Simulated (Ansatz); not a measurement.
# PS2 (doublet): the correlation ladder, cc-pVDZ

The task here is to estimate one member of a computed series from the others.

Program: Ansatz 0.2.0, Gaussian basis. Level of theory: cc-pVDZ, core rule «outside noble gas», up to 15 orbitals frozen. These are calculated values, not measurements.

Plan: UHF; CCSD(T) on ROHF; CCSD(T) on UHF; BCCD(T) on ROHF; CISD as a restricted active space (open shells left free, so some higher excitations enter); CCSDT(Q) on ROHF; CCSDT(Q) on UHF; CASSCF and MRCISD+Q, 13 electrons in 10 orbitals; CASSCF and NEVPT2, 13 electrons in 10 orbitals.

18 further runs of the same task are left out: 5 that didn't finish, 13 set aside as unsound or not needed. Runs told in other sessions of the task aren't counted.

## The geometry

The geometry is a PBE0/def2-TZVP stationary point (not a proven minimum).

3 atoms, charge 0, spin multiplicity 2.

Atoms are counted from 1 here; the program's logs count them from 0.

Bond lengths: S1–P2 1.911 Å, P2–S3 1.911 Å. Angles: S1–P2–S3 132.6°.

The first run:

The input, in.yaml:

```yaml
crystal:
  periodic: [false, false, false]
  atoms:
    - {symbol: S, position_ang: [0.000000, -0.250020, 1.750402]}
    - {symbol: P, position_ang: [0.000000, 0.517658, 0.000000]}
    - {symbol: S, position_ang: [0.000000, -0.250020, -1.750402]}
basis:
  gaussian: {orbitals: cc-pVDZ}
magnetization: {spin_polarized: true, initial_magnetization: 1}
hamiltonian: {xc: hf}
output: {orbitals: {seedname: orbitals}}
```

On the command line:

```
ansatz run in.yaml --threads 1 --pin off --events-out ev --progress --plain --max-ram 2393MiB
```

Among the steps run: UHF; CCSD(T) on ROHF; CCSD(T) on UHF; BCCD(T) on ROHF; CISD as a restricted active space (open shells left free, so some higher excitations enter); CCSDT(Q) on ROHF; CCSDT(Q) on UHF; CASSCF and MRCISD+Q, 13 electrons in 10 orbitals; CASSCF and NEVPT2, 13 electrons in 10 orbitals.

One table of the session follows, with a row left open; its other results are not shown here.

It belongs to the step «Misses and costs». 

```
          method  from UCCSDT(Q) (meV)
            ROHF              +11432.8
             UHF              +11240.9
            RMP2               +1230.3
            UMP2               +1321.8
            CISD               +2063.5
           RCCSD                +659.8
           UCCSD                +649.4
        RCCSD(T)                 +96.9
        UCCSD(T)                +101.4
         BCCD(T)                 +95.7
          RCCSDT                 +62.9
          UCCSDT                 +61.0
       RCCSDT(Q)                  +8.8
       UCCSDT(Q)                     0
  CASSCF valence               +8928.4
  NEVPT2 valence               +1559.7
  MRCISD valence               +1141.2
MRCISD+Q valence                     ?
```

**Question.** Estimate the row for MRCISD+Q valence.

**Answer.** from UCCSDT(Q) (meV): +133.6. In the column «from UCCSDT(Q) (meV)» it lies between UCCSD(T) (+101.4) and UCCSD (+649.4).

With the free atoms at the same levels and basis (separate runs), the atomisation energy is 5.849 eV at UCCSDT(Q), 5.783 eV at RCCSD(T), 5.777 eV at UCCSD(T), 2.547 eV at ROHF.

To keep in mind: Restricted and unrestricted rows rest on different reference determinants; a gap between their highest levels can come from leftover correlation error, from unlike frozen cores or from another state.
